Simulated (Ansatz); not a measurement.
# CNS+ (triplet): from Hartree-Fock to the top rungs, cc-pVDZ

The task here is to estimate one member of a computed series from the others.

Program: Ansatz 0.2.0, Gaussian basis. Level of theory: cc-pVDZ, core rule «outside noble gas», up to 7 orbitals frozen. These are calculated values, not measurements.

Plan: UHF; CCSD(T) on ROHF; CCSD(T) on UHF; BCCD(T) on ROHF; CISD; CCSDT(Q) on ROHF; CCSDT(Q) on UHF; CASSCF and MRCISD+Q, 12 electrons in 11 orbitals; CASSCF and NEVPT2, 12 electrons in 11 orbitals.

15 further runs of the same task are left out: 3 that didn't finish, 12 set aside as unsound or not needed.

### The geometry

The geometry is a PBE0/def2-TZVP stationary point (not a proven minimum) of the parent state, kept for this charge and spin.

3 atoms, charge 1, spin multiplicity 3.

Atoms are counted from 1 here; the program's logs count them from 0.

Bond lengths: N1–C2 1.175 Å, C2–S3 1.619 Å. Angles: N1–C2–S3 180.0°.

The first run:

File in.yaml:

```yaml
crystal:
  periodic: [false, false, false]
  atoms:
    - {symbol: N, position_ang: [0.000000, 0.000000, -1.322700]}
    - {symbol: C, position_ang: [0.000000, 0.000000, -0.148100]}
    - {symbol: S, position_ang: [0.000000, 0.000000, 1.470800]}
basis:
  gaussian: {orbitals: cc-pVDZ}
total_charge: 1
magnetization: {spin_polarized: true, initial_magnetization: 2}
hamiltonian: {xc: hf}
output: {orbitals: {seedname: orbitals}}
```

Command:

```
> ansatz run in.yaml --threads 1 --pin off --events-out ev --progress --plain --max-ram 2393MiB
```

Among the steps run: UHF; CCSD(T) on ROHF; CCSD(T) on UHF; BCCD(T) on ROHF; CISD; CCSDT(Q) on ROHF; CCSDT(Q) on UHF; CASSCF and MRCISD+Q, 12 electrons in 11 orbitals; CASSCF and NEVPT2, 12 electrons in 11 orbitals.

One table of the session follows, with a row left open; its other results are not shown here.

| method | from UCCSDT(Q) (kcal/mol) |
| --- | --- |
| ROHF | +268.93 |
| UHF | +243.87 |
| RMP2 | +25.45 |
| UMP2 | +44.65 |
| CISD | ? |
| RCCSD | +14.52 |
| UCCSD | +12.96 |
| RCCSD(T) | +1.93 |
| UCCSD(T) | +2.48 |
| BCCD(T) | +2.00 |
| RCCSDT | +1.56 |
| UCCSDT | +1.21 |
| RCCSDT(Q) | -0.02 |
| UCCSDT(Q) | 0 |
| CASSCF valence | +155.12 |
| NEVPT2 valence | +30.21 |
| MRCISD valence | +12.88 |
| MRCISD+Q valence | +0.76 |

Q: Estimate the row for CISD from the others.

**Answer.** from UCCSDT(Q) (kcal/mol): +43.16. In the column «from UCCSDT(Q) (kcal/mol)» it lies between NEVPT2 valence (+30.21) and UMP2 (+44.65).

To keep in mind: Restricted and unrestricted rows rest on different reference determinants; where their highest levels disagree by more than a few hundredths of an eV, they describe different states and don't form one ladder.
